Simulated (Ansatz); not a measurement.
## NH$_{4}$⁺ ··· SO$_{2}$

The pair of NH$_{4}$⁺ (SMILES [NH4+], atoms 1–5) and SO$_{2}$ (SMILES O=S=O, atoms 6–8), both closed shells, in one local arrangement (a lower one may exist), relaxed at PBE0-D4/def2-TZVP:

```
8
angstrom
N 0.0751 0.0658 -1.3505
H -0.2283 -0.8885 -1.5489
H 0.0877 0.2323 -0.3138
H -0.5680 0.7222 -1.7953
H 1.0117 0.2066 -1.7317
O -0.4931 -1.1841 2.7604
S -0.0527 0.1647 2.6588
O 0.1676 0.6810 1.3210
```

Program: Ansatz 0.2.0. Basis: def2-TZVPPD, with def2-QZVPPD for the basis limit. Cores are frozen in the correlated methods. B3LYP uses VWN-RPA correlation. Extrapolation: Hartree–Fock as exp(−7.88 √X), correlation as X^−2.97. Interaction energies count from these two fragments, frozen as in the pair, with the counterpoise correction; negative means bound.

What is the interaction energy by CCSD(T) at an estimated basis limit (MP2 extrapolated from triple and quadruple zeta, plus CCSD(T) − MP2 in triple zeta)? (An estimate is asked for; the value comes from the calculation.)

The calculation gives: -62.8 kJ/mol. Hartree–Fock alone gives -59.3 kJ/mol at the basis limit. It counts from the two fragments frozen as in the pair.

The same quantity by other methods in triple zeta, and each one's difference from that estimate:
```csv
method,E_int (kJ/mol),difference
PBE-D4,-65.6,-2.9
revPBE-D4,-62.3,0.4
BLYP-D4,-65.3,-2.5
r2SCAN-D4,-63.0,-0.2
B97M-V,-63.4,-0.6
PBE0-D4,-66.6,-3.8
B3LYP-D4,-67.1,-4.4
HSE06-D4,-66.5,-3.7
wB97X-V,-63.8,-1.1
wB97M-V,-65.0,-2.2
B2PLYP,-61.2,1.6
HF,-58.8,3.9
MP2,-59.1,3.7
CCSD,-61.1,1.6
CCSD(T),-60.9,1.9
```
Differences are method less estimate.

Which atoms make the shortest contact between the fragments?

H3 and O8, 1.70 Å apart.

Energy to bend the free fragments (PBE0-D4 minima) into their shapes in the pair, CCSD(T)/def2-TZVPPD: NH$_{4}$⁺ 1.5 kJ/mol; SO$_{2}$ 1.8 kJ/mol. This must be added to the interaction energy to get the binding energy from relaxed fragments.

Basis-set superposition shift (counterpoise-corrected less uncorrected): CCSD(T) 3.1; MP2 3.1; HF 0.3; PBE0-D4 0.3; wB97M-V 0.3 kJ/mol.

T1 diagnostic: at most 0.023. The restricted Hartree–Fock reference is unstable towards an unrestricted one at one or more of these structures.

For scale, one of the runs: CCSD(T)/def2-TZVPPD, 236 basis functions, launched by `ansatz run in.yaml --threads 4 --pin off --events-out ev --progress --plain --max-ram 9574MiB`. The run took 45 s on 4 CPU threads of an Intel Xeon Platinum 8488C (shared host), with 4.4 GiB of host memory at its peak.
